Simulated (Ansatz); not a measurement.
**NS+ (singlet): wave-function methods side by side at distance N1–S2 = 1.306 Å, 6-31G**

How much of the correlation energy of NS+ (singlet) does each wave-function method recover here?

Program: Ansatz 0.2.0, Gaussian basis. Level of theory: 6-31G, core rule «outside noble gas», up to 6 orbitals frozen. These are calculated values, not measurements.

Plan: UHF; CCSD(T) on RHF; CCSD(T) on UHF; BCCD(T) on RHF; CISD; CCSDT(Q) on RHF; CCSDT(Q) on UHF; CISDTQ; CCSDTQ on RHF; CCSDTQ on UHF; CASSCF and MRCISD+Q, 2 electrons in 2 orbitals; CASSCF and NEVPT2, 2 electrons in 2 orbitals; CASSCF and MRCISD+Q, 10 electrons in 8 orbitals; CASSCF and NEVPT2, 10 electrons in 8 orbitals; Full CI.

37 further runs of the same task are left out: 8 for a known fault of the program, 28 that didn't finish, 1 set aside as unsound or not needed. Runs told in other sessions of the task aren't counted.

## 1. What is computed

The geometry derives from a PBE0/def2-TZVP stationary point (not a proven minimum). One bond is set to the value named and the two fragments are kept rigid.

2 atoms, charge 1, spin multiplicity 1.

Atoms are counted from 1 here; the program's logs count them from 0.

Bond lengths: N1–S2 1.306 Å.

## 2. UHF

The input, in.yaml:

```yaml
crystal:
  periodic: [false, false, false]
  atoms:
    - {symbol: N, position_ang: [0.000000, 0.000000, 0.000000]}
    - {symbol: S, position_ang: [0.000000, 0.000000, 1.306000]}
basis:
  gaussian: {orbitals: 6-31G}
total_charge: 1
magnetization: {spin_polarized: true, initial_magnetization: 0}
hamiltonian: {xc: hf}
output: {orbitals: {seedname: orbitals}}
```

Started as:

```sh
$ ansatz run in.yaml --threads 1 --pin off --events-out ev --progress --plain --max-ram 2393MiB
```

After this run come: CCSD(T) on RHF; CCSD(T) on UHF; BCCD(T) on RHF; CISD; CCSDT(Q) on RHF; CCSDT(Q) on UHF; CISDTQ; CCSDTQ on RHF; CCSDTQ on UHF; CASSCF and MRCISD+Q, 2 electrons in 2 orbitals; CASSCF and NEVPT2, 2 electrons in 2 orbitals; CASSCF and MRCISD+Q, 10 electrons in 8 orbitals; CASSCF and NEVPT2, 10 electrons in 8 orbitals; Full CI.

Q: Predict the results of all the runs planned. Wanted: FCI from the RHF energy; RMP2 from FCI; RCCSD from FCI; RCCSD(T) from FCI; RCCSDT(Q) from FCI; NEVPT2 pair from FCI; MRCISD+Q pair from FCI; NEVPT2 valence from FCI; T1 diagnostic.

**Answer**, as computed:

| quantity | value |
| --- | --- |
| FCI from the RHF energy | -5.3620 eV |
| RMP2 from FCI | -5.4 kJ/mol |
| RCCSD from FCI | +21.1 kJ/mol |
| RCCSD(T) from FCI | +5.3 kJ/mol |
| RCCSDT(Q) from FCI | -0.1 kJ/mol |
| NEVPT2 pair from FCI | +16.5 kJ/mol |
| MRCISD+Q pair from FCI | +15.5 kJ/mol |
| NEVPT2 valence from FCI | +30.3 kJ/mol |
| levels within 1 kcal/mol (43 meV) | CISDTQ, RCCSDT(Q), RCCSDTQ, MRCISD valence, MRCISD+Q valence |
| T1 diagnostic | 0.014 |
| effectively unpaired electrons | 0.11 |

RCCSD(T) lands +5.3 kJ/mol from the yardstick (1.0 % of the correlation energy). RMP2 falls below full CI, which methods that aren't variational can do. One determinant dominates. Of the multireference levels listed MRCISD+Q valence comes nearest in total energy (+1.2 kJ/mol), which doesn't show that its space is the better one. These misses are within one basis, not against nature.
